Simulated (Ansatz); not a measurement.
# H₅NSSi: up Jacob's ladder to CCSD(T)

How much do the methods differ for H₅NSSi? The plan is to run it at one geometry with functionals of several rungs and with coupled cluster, and see how far each lands from CCSD(T) at the basis-set limit for the atomisation energy.

The runs use Ansatz 0.2.0, Gaussian basis; functionals in def2-TZVPP, the program's frozen cores in correlated methods.

The runs, in order: LDA (SPW92), PBE-D4, revPBE-D4, BLYP-D4, r2SCAN-D4, B97M-V, PBE0-D4, B3LYP-D4, r2SCANh-D4, r2SCAN0-D4, HSE06-D4, BHLYP-D4, CAM-B3LYP-D4, LC-ωPBE, ωB97X-V, ωB97M-V, B2PLYP, PBE-QIDH; CCSD(T)/def2-SVP; CCSD(T)/def2-TZVPP; MP2/def2-QZVPP; extrapolation to the limit; RPA on PBE.

1 further run of the same task is left out (it didn't finish).

## (1) The geometry

The geometry comes from an earlier relaxation with PBE0-D4 in a triple-zeta def2 set; it is a stationary point, not always the lowest conformer.

SMILES `N[SiH2]S`, 8 atoms, charge 0, spin multiplicity 1.

Atoms are counted from 1 here; the program's logs count them from 0.

Bond lengths: N1–Si2 1.706 Å, N1–H4 1.006 Å, N1–H5 1.006 Å, Si2–S3 2.151 Å, Si2–H6 1.485 Å, Si2–H7 1.484 Å, S3–H8 1.343 Å. Angles: Si2–N1–H4 120.4°, Si2–N1–H5 122.1°, H4–N1–H5 112.1°, N1–Si2–S3 111.5°, N1–Si2–H6 112.3°, N1–Si2–H7 105.6°, S3–Si2–H6 105.8°, S3–Si2–H7 111.6°, H6–Si2–H7 110.2°, Si2–S3–H8 94.3°.

## (2) LDA

This LDA is Slater exchange with PW92 correlation.

in.yaml reads:

```yaml
crystal:
  periodic: [false, false, false]
  atoms:
    - {symbol: N, position_ang: [-0.754733, 0.572283, -1.067086]}
    - {symbol: Si, position_ang: [0.473045, 0.027239, -0.015915]}
    - {symbol: S, position_ang: [-0.297727, -1.338793, 1.455845]}
    - {symbol: H, position_ang: [-0.873956, 0.149555, -1.971830]}
    - {symbol: H, position_ang: [-1.608130, 0.982382, -0.725870]}
    - {symbol: H, position_ang: [1.093238, 1.137718, 0.750151]}
    - {symbol: H, position_ang: [1.484274, -0.621588, -0.886792]}
    - {symbol: H, position_ang: [0.575989, -0.965895, 2.405596]}
basis:
  gaussian: {orbitals: def2-TZVPP}
hamiltonian: {xc: lda}
output: {orbitals: {seedname: orbitals}}
```

Started as:

```console
$ ansatz run in.yaml --threads 2 --pin off --events-out ev --progress --plain --max-ram 4352MiB
```

The runs that follow: PBE-D4 (GGA); revPBE-D4 (GGA); BLYP-D4 (GGA); r2SCAN-D4 (meta-GGA); B97M-V (meta-GGA); B3LYP-D4 (hybrid); r2SCANh-D4 (hybrid); r2SCAN0-D4 (hybrid); HSE06-D4 (hybrid); BHLYP-D4 (hybrid); CAM-B3LYP-D4 (range-separated); LC-ωPBE (range-separated); ωB97X-V (range-separated); ωB97M-V (range-separated); B2PLYP (double hybrid); PBE-QIDH (double hybrid); CCSD(T) in def2-SVP; CCSD(T) in def2-TZVPP; MP2 in def2-QZVPP; RPA on PBE orbitals.

Q: Predict the results of all the runs planned. Wanted: atomisation energy, CCSD(T)/CBS; farthest beyond LDA; mean size of error, GGA; mean size of error, meta-GGA; mean size of error, hybrid; mean size of error, range-separated; mean size of error, double hybrid; gap, smallest and largest; T1 diagnostic.

The runs gave:

| quantity | value |
| --- | --- |
| atomisation energy, CCSD(T)/CBS | 26.220 eV |
| functionals within 0.131 eV (0.5 %) | PBE-D4, B97M-V, B3LYP-D4, CAM-B3LYP-D4, ωB97M-V |
| farthest beyond LDA | BHLYP-D4 (-0.659 eV) |
| mean size of error, GGA | 0.233 eV |
| mean size of error, meta-GGA | 0.116 eV |
| mean size of error, hybrid | 0.348 eV |
| mean size of error, range-separated | 0.182 eV |
| mean size of error, double hybrid | 0.458 eV |
| gap, smallest and largest | 5.27 eV (BLYP-D4), 12.38 eV (LC-ωPBE) |
| T1 diagnostic | 0.0104 |
| triples share of the correlation energy | 3.8 % |

The LDA atomisation energy is off by 3.284 eV (13 %): it overbinds. PBE-D4 misses by +0.037 eV. Double hybrids carry the basis error of their MP2 part in triple zeta, and no dispersion term here, so their miss is partly the set-up's. Taken by rung, meta-GGA functionals do best (0.116 eV on average) and double hybrid ones worst beyond LDA (0.458 eV). The reference freezes the cores and leaves out relativity and excitations past (T), so misses under about 0.131 eV can't be ranked. Hartree-Fock recovers 71 % of the binding; the rest is correlation. CCSD(T) in def2-SVP is off by -2.395 eV, worse than the median functional, from the basis alone. Orbital gaps span 5.3 to 12.4 eV; exact exchange widens them.
